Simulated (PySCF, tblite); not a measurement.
# C2H5NO: changes of charge, electronic excitations, EPR parameters, part 2 of 2

tblite 0.8.0 and PySCF 2.14.0. Atoms count from 0.

## 13. Single point (C₂H₅NO+ (doublet), C[NH+]C=O): wB97X-D3(BJ)/ma-def2-TZVP

Geometry: PBE0-D3(BJ)/def2-SVP.

Job settings and geometry (Å):

```
{"job": {"kind": "sp", "xc": "wB97X", "basis": "ma-def2-TZVP", "d3": "d3bj", "grid": 2}, "charge": 1, "multiplicity": 2}
C     -1.083475     0.073600     0.165406
N      0.167490    -0.461525    -0.214549
C      1.388213     0.257527    -0.128492
O      1.372779     1.385612     0.277595
H     -0.993734     1.143946     0.387636
H     -1.454654    -0.478600     1.059990
H     -1.829137    -0.146622    -0.625095
H      0.213541    -1.441989    -0.525653
H      2.279398    -0.316643    -0.447667
```

Log:

```text
final grid: 71480 points
cycle   1  E = -208.9595457493  dE = -2.195e-02  |g| = 2.970e-01  |ddm| = 3.744e-01
cycle   2  E = -208.9646024939  dE = -5.057e-03  |g| = 2.744e-01  |ddm| = 2.621e-01
cycle   3  E = -208.9940796730  dE = -2.948e-02  |g| = 3.132e-02  |ddm| = 1.313e-01
cycle   4  E = -208.9945501454  dE = -4.705e-04  |g| = 1.561e-02  |ddm| = 2.207e-02
cycle   5  E = -208.9947919982  dE = -2.419e-04  |g| = 7.541e-03  |ddm| = 1.527e-02
cycle   6  E = -208.9948763097  dE = -8.431e-05  |g| = 2.200e-03  |ddm| = 1.009e-02
cycle   7  E = -208.9948904710  dE = -1.416e-05  |g| = 7.797e-04  |ddm| = 5.086e-03
cycle   8  E = -208.9948927931  dE = -2.322e-06  |g| = 5.127e-04  |ddm| = 1.691e-03
cycle   9  E = -208.9948943969  dE = -1.604e-06  |g| = 3.092e-04  |ddm| = 1.742e-03
cycle  10  E = -208.9948952431  dE = -8.462e-07  |g| = 1.941e-04  |ddm| = 1.622e-03
cycle  11  E = -208.9948954677  dE = -2.246e-07  |g| = 1.470e-04  |ddm| = 6.371e-04
cycle  12  E = -208.9948956828  dE = -2.151e-07  |g| = 1.166e-04  |ddm| = 7.532e-04
cycle  13  E = -208.9948958566  dE = -1.738e-07  |g| = 8.818e-05  |ddm| = 7.939e-04
cycle  14  E = -208.9948959806  dE = -1.240e-07  |g| = 5.751e-05  |ddm| = 8.888e-04
cycle  15  E = -208.9948960216  dE = -4.100e-08  |g| = 3.344e-05  |ddm| = 5.776e-04
cycle  16  E = -208.9948960304  dE = -8.854e-09  |g| = 1.660e-05  |ddm| = 2.956e-04
converged SCF energy = -208.9948960304
```

Run time: 16 s. Hardware: 1 thread of Arm Neoverse V1, shared host; peak memory 0.63 GiB.

## 14. Changes of charge: wB97X-D3(BJ)/ma-def2-TZVP

This step combines the energies above: geometries from PBE0-D3(BJ)/def2-SVP, zero-point and thermal terms from PBE0-D3(BJ)/def2-SVP.

Job settings and geometry (Å):

```
{"job": {"kind": "rx", "dirs": [1], "geom": {"xc": "PBE0", "basis": "def2-SVP", "d3": "d3bj", "grid": 1}, "hess": 1, "level": {"xc": "wB97X", "basis": "ma-def2-TZVP", "d3": "d3bj"}}, "charge": 0, "multiplicity": 1}
C     -1.103890     0.004222     0.115529
N      0.215183    -0.468523    -0.211755
C      1.327308     0.287440    -0.037670
O      1.347821     1.415874     0.395640
H     -0.996943     1.023069     0.510098
H     -1.583388    -0.623571     0.883890
H     -1.758545     0.036414    -0.770485
H      0.331996    -1.401563    -0.583958
H      2.252361    -0.258114    -0.346313
```

Output (the driver's rows laid out field by field):

```text
ionisation and electron attachment, wB97X-D3(BJ)/ma-def2-TZVP // PBE0-D3(BJ)/def2-SVP

row 1
  change                  oxidation
  charge                  1
  multiplicity            2
  vertical_ev             10.0163
  vertical_s2             0.785
  formula                 C2H5NO
  smiles                  C[NH+]C=O
  kept                    yes
  pieces                  1
  point_group             C1
  adiabatic_electronic_ev 9.8566
  adiabatic_ev            9.7627
  free_energy_ev          9.7408
  s2                      0.775
  bonds_moved             1 2 1.356 1.419; 0 1 1.439 1.413; 1 7 1.011 1.03; 0 5 1.102 1.115
  spin_on                 1 N 0.75; 3 O 0.312; 2 C -0.176
  charge_moved            1 N 0.336; 3 O 0.273; 5 H 0.098; 8 H 0.092
  vertical_back_ev        9.6474
  relaxation_parent_ev    0.2092
  relaxation_ion_ev       0.1597
  reorganisation_ev       0.3689
```

It took 5.3 min on 1 thread of Arm Neoverse V1, shared host; peak memory 0.63 GiB.

Energy taken up on oxidation, or given off on reduction (eV; adiabatic with zero-point energy):

| change | product | vertical | adiabatic | free energy | reorganisation | ⟨S²⟩ |
| --- | --- | --- | --- | --- | --- | --- |
| oxidation (multiplicity 2) | C[NH+]C=O | 10.02 | 9.76 | 9.74 | 0.37 | 0.78 |

On oxidation to multiplicity 2 charge changes most on N1 (+0.34 e), O3 (+0.27 e), H5 (+0.10 e); the spin sits on N1 (0.75), O3 (0.31), C2 (-0.18); the bond N1–C2 goes from 1.356 to 1.419 Å.

## 15. Electronic excitations: TDDFT B3LYP/def2-SVPD

The job, as its differences from that of step 14:

```diff
@@ -1,2 +1,2 @@
-{"job": {"kind": "rx", "dirs": [1], "geom": {"xc": "PBE0", "basis": "def2-SVP", "d3": "d3bj", "grid": 1}, "hess": 1, "level": {"xc": "wB97X", "basis": "ma-def2-TZVP", "d3": "d3bj"}}, "charge": 0, "multiplicity": 1}
+{"job": {"kind": "uv", "xc": "B3LYP", "basis": "def2-SVPD", "nstates": 6, "ntriplets": 0}, "charge": 0, "multiplicity": 1}
 C     -1.103890     0.004222     0.115529
```

Level: TDDFT B3LYP/def2-SVPD, vertical, gas phase, core orbitals frozen in the response.

Log:

```text
coarse grid: 7424 points
cycle   1  E = -208.8917388640  dE =  5.203e-01  |g| = 8.129e-01  |ddm| = 3.991e+00
cycle   2  E = -208.0415176869  dE =  8.502e-01  |g| = 2.131e+00  |ddm| = 5.868e+00
cycle   3  E = -209.0250479266  dE = -9.835e-01  |g| = 1.579e-01  |ddm| = 5.405e+00
cycle   4  E = -209.0269261144  dE = -1.878e-03  |g| = 1.377e-01  |ddm| = 2.620e-01
cycle   5  E = -209.0310171945  dE = -4.091e-03  |g| = 1.586e-02  |ddm| = 1.174e-01
cycle   6  E = -209.0310683985  dE = -5.120e-05  |g| = 5.983e-03  |ddm| = 2.332e-02
cycle   7  E = -209.0310763220  dE = -7.924e-06  |g| = 1.362e-03  |ddm| = 7.277e-03
final grid: 71480 points
cycle   8  E = -209.0698326619  dE = -1.516e-05  |g| = 6.909e-03  |ddm| = 5.051e-02
cycle   9  E = -209.0697992689  dE =  3.339e-05  |g| = 1.456e-02  |ddm| = 1.730e-02
cycle  10  E = -209.0698424111  dE = -4.314e-05  |g| = 1.521e-03  |ddm| = 1.218e-02
cycle  11  E = -209.0698429300  dE = -5.189e-07  |g| = 1.275e-04  |ddm| = 1.557e-03
cycle  12  E = -209.0698429320  dE = -1.944e-09  |g| = 1.013e-04  |ddm| = 2.136e-04
cycle  13  E = -209.0698429340  dE = -2.093e-09  |g| = 1.438e-05  |ddm| = 9.544e-05
cycle  14  E = -209.0698429341  dE = -4.076e-11  |g| = 4.360e-06  |ddm| = 2.106e-05
converged SCF energy = -209.0698429341

Static polarisability (au): isotropic 39.372, principal 29.314 40.581 48.221

Singlet excitations
state   eV       nm        f      main configurations
  1   5.7480    215.7   0.00123   H->L+1 0.99
  2   6.4746    191.5   0.00002   H-1->L 0.99
  3   6.6212    187.3   0.02215   H->L 0.88, H-1->L+1 0.11
  4   7.3675    168.3   0.01961   H-1->L+2 0.98
  5   7.3868    167.8   0.16942   H-1->L+1 0.56, H->L+2 0.29, H->L 0.09
  6   7.4693    166.0   0.11902   H->L+2 0.69, H-1->L+1 0.24
```

Wall time 6.8 s (1 thread of Arm Neoverse V1, shared host); peak memory 0.52 GiB.

The orbitals next to the gap, with their largest atomic shares:

| orbital | eV | atoms |
| --- | --- | --- |
| HOMO−3 | -10.89 | C0 36 %, H4 20 %, O3 12 % |
| HOMO−2 | -10.73 | O3 37 %, C2 24 %, C0 15 % |
| HOMO−1 | -7.42 | N1 44 %, O3 28 %, C2 9 % |
| HOMO | -7.35 | O3 69 %, C2 14 %, H8 8 % |
| LUMO | 0.17 | H7 25 %, C0 19 %, C2 18 % |
| LUMO+1 | 0.25 | C2 40 %, O3 28 %, N1 17 % |
| LUMO+2 | 0.92 | C0 23 %, H7 14 %, H6 12 % |

With each of the 6 states as a Gaussian band of 0.4 eV half-width at 1/e, the curve within the window shown has maxima at 168 nm (ε 12,000) L/(mol cm). Beyond the last state computed it falls off for lack of states. The curve at chosen wavelengths:

```
 nm  ε (L/mol/cm)
160          5785
163          9457
166         11979
170         11565
173          8971
176          5950
179          3579
183          1864
186          1323
189          1045
192           834
196           562
199           382
202           244
205           153
209            90
212            70
215            60
218            53
222            44
225            37
228            29
231            21
235            13
238             9
241             5
```

Ground-state properties from the same run:

```
           property  computed
  dipole moment (D)      3.99
polarisability (Å³)      5.83
 HOMO–LUMO gap (eV)      7.52
      −ε(HOMO) (eV)      7.35
```

## 16. EPR parameters (C2H5NO+ (doublet), C[NH+]C=O): UKS B3LYP, pcH-1 on C H N O

Job settings and geometry (Å):

```
{"job": {"kind": "epr", "basis": "pcH-1"}, "charge": 1, "multiplicity": 2}
C     -1.083475     0.073600     0.165406
N      0.167490    -0.461525    -0.214549
C      1.388213     0.257527    -0.128492
O      1.372779     1.385612     0.277595
H     -0.993734     1.143946     0.387636
H     -1.454654    -0.478600     1.059990
H     -1.829137    -0.146622    -0.625095
H      0.213541    -1.441989    -0.525653
H      2.279398    -0.316643    -0.447667
```

Level: UKS B3LYP, pcH-1 on C H N O, non-relativistic, mean-field spin-orbit, GIAO.

Log:

```text
UKS, coarse grid
  cycle   1  E = -208.67332948  |g| = 6.59e-01
  cycle   2  E = -207.01928938  |g| = 1.98e+00
  cycle   3  E = -208.85647905  |g| = 1.16e-01
  cycle   4  E = -208.85967821  |g| = 1.13e-01
  cycle   5  E = -208.86604070  |g| = 1.62e-02
  cycle   6  E = -208.86631209  |g| = 7.97e-03
  cycle   7  E = -208.86641924  |g| = 3.95e-03
  cycle   8  E = -208.86644349  |g| = 1.81e-03
  cycle   9  E = -208.86645004  |g| = 1.37e-03
  cycle  10  E = -208.86645131  |g| = 7.59e-04
UKS, final grid
  cycle   1  E = -208.86644481  |g| = 1.55e-03
  cycle   2  E = -208.86644092  |g| = 3.79e-03
  cycle   3  E = -208.86644626  |g| = 2.54e-04
  cycle   4  E = -208.86644645  |g| = 2.15e-04
  cycle   5  E = -208.86644708  |g| = 1.39e-04
  cycle   6  E = -208.86644726  |g| = 6.34e-05
  cycle   7  E = -208.86644732  |g| = 4.04e-05
  cycle   8  E = -208.86644733  |g| = 1.28e-05
E = -208.86644733 Eh   <S^2> = 0.7696 (exact 0.7500)
g shifts (ppm)      1          2          3
  rmc          -251       -251       -251
  gc             -1         48         37
  oz_so          19       2750      11567
  total        -234       2547      11353
hyperfine (MHz)  atom isotope    a_iso     a_fc   dipolar eigenvalues
    0   13C     -30.92     -30.92     -9.71     -4.93     14.64
    1   14N      33.32      33.32    -34.81    -34.43     69.24
    2   13C     -37.47     -37.47    -26.97      9.74     17.23
    3   17O     -17.68     -17.68    -98.69     48.37     50.31
    4    1H       3.33       3.33     -5.54     -1.31      6.85
    5    1H     237.40     237.40     -8.80     -5.42     14.21
    6    1H     170.80     170.80     -8.79     -4.49     13.28
    7    1H     -53.32     -53.32    -38.19     -9.99     48.17
    8    1H       6.10       6.10     -5.49     -2.03      7.52
```

It took 16 s on 1 thread of Arm Neoverse V1, shared host; peak memory 0.48 GiB.

Principal g values 2.00209, 2.00487, 2.01367; g(iso) = 2.00687, against 2.00232 for a free electron.

Mean a(iso) over the nuclei that a row names, and the largest dipolar term of the row (other rows stand at the frozen geometry):

| nuclei | isotope | a(iso) (MHz) | a(iso) (G, at g = 2.0023) | largest dipolar term (MHz) |
| --- | --- | --- | --- | --- |
| H4, H5, H6 | 1H | 137.2 | 48.9 | 14.2 |
| H7 | 1H | -53.3 | -19.0 | 48.2 |
| C2 | 13C | -37.5 | -13.4 | -27.0 |
| N1 | 14N | 33.3 | 11.9 | 69.2 |
| C0 | 13C | -30.9 | -11.0 | 14.6 |
| O3 | 17O | -17.7 | -6.3 | -98.7 |
| H8 | 1H | 6.1 | 2.2 | 7.5 |

Mulliken spin populations:

```
atom  value (e)
  C0       0.00
  N1       0.71
  C2      -0.17
  O3       0.32
  H4       0.00
  H5       0.09
  H6       0.06
  H7      -0.03
  H8       0.00
```

In first order the couplings over 0.8 MHz of 1H, 14N give 48 distinct lines over 191.8 G, if the averaged nuclei exchange fast.

## 17. Spectra of the species

Job settings and geometry (Å):

```
{"job": {"kind": "rx", "dirs": [1], "geom": {"xc": "PBE0", "basis": "def2-SVP", "d3": "d3bj", "grid": 1}, "hess": 1, "level": {"xc": "wB97X", "basis": "ma-def2-TZVP", "d3": "d3bj"}, "spectra": true}, "charge": 0, "multiplicity": 1}
C     -1.103890     0.004222     0.115529
N      0.215183    -0.468523    -0.211755
C      1.327308     0.287440    -0.037670
O      1.347821     1.415874     0.395640
H     -0.996943     1.023069     0.510098
H     -1.583388    -0.623571     0.883890
H     -1.758545     0.036414    -0.770485
H      0.331996    -1.401563    -0.583958
H      2.252361    -0.258114    -0.346313
```

Log:

```text
uv CNC=O +0: TDDFT B3LYP/def2-SVPD, vertical, gas phase, core orbitals frozen in the response
epr C[NH+]C=O +1: UKS B3LYP, pcH-1 on C H N O, non-relativistic, mean-field spin-orbit, GIAO
```

Run time: 23 s. Hardware: 1 thread of Arm Neoverse V1, shared host; peak memory 0.48 GiB.

This step only lists the spectra that were run on the species above.

## 18. What came out

What follows sums up all 2 parts.

| quantity | value |
| --- | --- |
| strongest single infrared mode (GFN2-xTB) | 1775 cm⁻¹, 575 km/mol |
| zero-point energy (GFN2-xTB) | 44.9 kcal/mol |
| point group | Cs |
| rotational constants (main isotopes) | 20.04, 6.18, 4.87 GHz |
| ionisation energy (wB97X-D3(BJ)/ma-def2-TZVP) | vertical 10.02 eV, adiabatic 9.76 eV |
| lowest singlet (B3LYP/def2-SVPD) | 5.75 eV (216 nm), f = 0.001 |
| brightest single state of those computed | state 5, 7.39 eV, f = 0.169 |

What this shows: All 21 modes are real, so the xTB geometry is a minimum. The strongest single mode, at 1775 cm⁻¹, moves mainly C2 and O3. Unscaled tight-binding wavenumbers are off by several per cent, some by more. Its intensities can rank the bands wrongly. Over 5 steps the energy fell by 0.017 eV; of the close pairs, C0–H6 changed most, 1.091 to 1.102 Å (PBE0/def2-SVP). At wB97X-D3(BJ)/ma-def2-TZVP, relaxation with the zero-point term after oxidation moves the energy taken up from 10.02 eV (vertical) to 9.76 eV (adiabatic, with zero-point energy). The lowest singlet, at 5.75 eV, is HOMO→LUMO+1 0.99 and is weak; of the 6 states computed, the strongest absorption comes from states 4 to 5 together at 7.39 eV (the last state computed is bright too, and its partners may lie past the list). States above −ε(HOMO) lie where TDDFT describes them poorly and they hang on the basis; the brightest is among them.
